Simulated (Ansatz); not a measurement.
A nudged elastic band was laid between two geometries of ClH5Si2 + H2 (10 atoms, charge 0, multiplicity 1).

Method: RKS PBE0-D4/def2-SVP in Ansatz.

```json
{
 "movable images": "5",
 "climbing image": "yes",
 "spring": "5.0 eV/Å²",
 "optimiser": "quadratic models (default)",
 "start path": "through a guess of the saddle point",
 "force threshold": "0.03 eV/Å",
 "iteration limit": "60",
 "end points": "relaxed"
}
```

Image 0:

```xyz
10
Properties=species:S:1:pos:R:3
Si -1.154 -0.635 -0.182
Cl -0.580 -0.540 -2.183
H -1.927 -1.897 0.016
H -2.046 0.528 0.103
Si 0.794 -0.598 1.117
H 0.518 2.127 -1.657
H 0.767 2.795 -1.392
H 0.437 -0.651 2.569
H 1.635 -1.784 0.771
H 1.557 0.655 0.838
```

Image 6:

```xyz
10
Properties=species:S:1:pos:R:3
Si -1.058 0.444 0.189
Cl 0.839 -0.506 -2.826
H -1.809 -0.588 -0.588
H -1.973 1.024 1.221
Si 0.824 -0.476 1.244
H 0.146 0.568 -2.969
H -0.657 1.550 -0.737
H 0.381 -1.459 2.281
H 1.711 -1.168 0.263
H 1.595 0.612 1.921
```

**Question.** What changes between the two ends?

**Answer.** Bonds broken: Si1–Cl2, H6–H7. Bonds formed: Si1–H7, Cl2–H6. ClH5Si2 + H2 becomes ClH + H6Si2.

**Question.** Give the energies along the band, and the barrier.

**Answer.** The run converged. The highest image is number 3 of 0 to 6, 47.6 kcal/mol above the first end and 34.4 kcal/mol above the last; the last end lies 13.2 kcal/mol above the first. A structure lower than the last end lies on the path between it and the top, so the climb from that side starts below the end, which may itself be a saddle point or a shallow side well. Neighbouring images differ by up to 1.5 eV, so the band resolves the path poorly. A vibrational analysis at the climbing image gives one clearly imaginary mode, 812i cm⁻¹: a first-order saddle point. The orbitals stay closed-shell, which can raise the energy where a bond breaks towards radicals; this wasn't checked here.

```
image  path coordinate (Å)  energy (kcal/mol)  Si1–Cl2 (Å)  H6–H7 (Å)  Si1–H7 (Å)
    0                 0.00                0.0         2.08       0.76        4.11
    1                 1.31                0.3         2.08       0.76        3.52
    2                 2.62               13.0         2.13       0.76        2.61
    3                 3.92               47.6         2.54       0.89        1.75
    4                 5.13               14.0         3.35       1.79        1.51
    5                 6.34               13.1         3.67       2.65        1.50
    6                 7.55               13.2         3.69       2.57        1.50
```

**Question.** What is the geometry of the highest image?

**Answer.** 
```xyz
10
Properties=species:S:1:pos:R:3:forces:R:3
Si -0.917 0.021 -0.202 0.00 0.00 0.01
Cl 0.731 -0.261 -2.114 -0.01 0.01 0.00
H -1.781 -0.978 -0.879 0.00 0.01 0.00
H -1.881 0.847 0.620 0.00 0.00 0.00
Si 0.956 -0.502 1.089 0.00 -0.01 -0.01
H -0.279 1.108 -1.535 0.00 -0.01 0.00
H -0.861 1.555 -1.038 0.00 -0.01 -0.01
H 0.594 -0.553 2.541 0.00 0.00 0.00
H 1.485 -1.821 0.644 0.00 0.01 0.00
H 1.953 0.585 0.875 0.00 0.01 0.00
```

Run time: 2.1 min on 2 threads of AMD EPYC 9R45 96-Core Processor (Zen 5) (shared host), peak memory 0.21 GiB.
